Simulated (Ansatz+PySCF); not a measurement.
singlet C₃H₆: levels of theory in one basis

```yaml
atoms:
  - { symbol: C, position_ang: [0.8711, 0.0069, 0.0048] }
  - { symbol: C, position_ang: [-0.4312, 0.7594, -0.0017] }
  - { symbol: C, position_ang: [-0.4355, -0.7453, 0.0086] }
  - { symbol: H, position_ang: [1.4587, 0.0045, 0.9247] }
  - { symbol: H, position_ang: [1.4648, -0.0090, -0.9130] }
  - { symbol: H, position_ang: [-0.7266, 1.2752, -0.9163] }
  - { symbol: H, position_ang: [-0.7385, 1.2730, 0.9176] }
  - { symbol: H, position_ang: [-0.7364, -1.2581, 0.9144] }
  - { symbol: H, position_ang: [-0.7336, -1.2608, -0.9244] }
```

Basis set: def2-SVP (spherical functions). Correlated methods keep 3 orbitals frozen. Charge 0, multiplicity 1.

Computed with Ansatz (development build ahead of 0.2.0); each method stands on the lowest determinant of its kind that the runs found.

| method | E − E(RHF) (eV) | <S²> of the determinant |
| --- | --- | --- |
| RHF | 0.00 | 0.00 |
| RHF-MP2 | -11.54 | – |
| RHF-CCSD(T) | -12.96 | – |

Question: What does RHF-CCSD give on the same scale?

Answer: -12.58 eV.

Question: Is a single determinant a sound starting point here?

Answer: By this sign, yes. Unrestricted orbitals gain 0.00 eV and <S²> is 0.00 against 0.00 for a pure state.
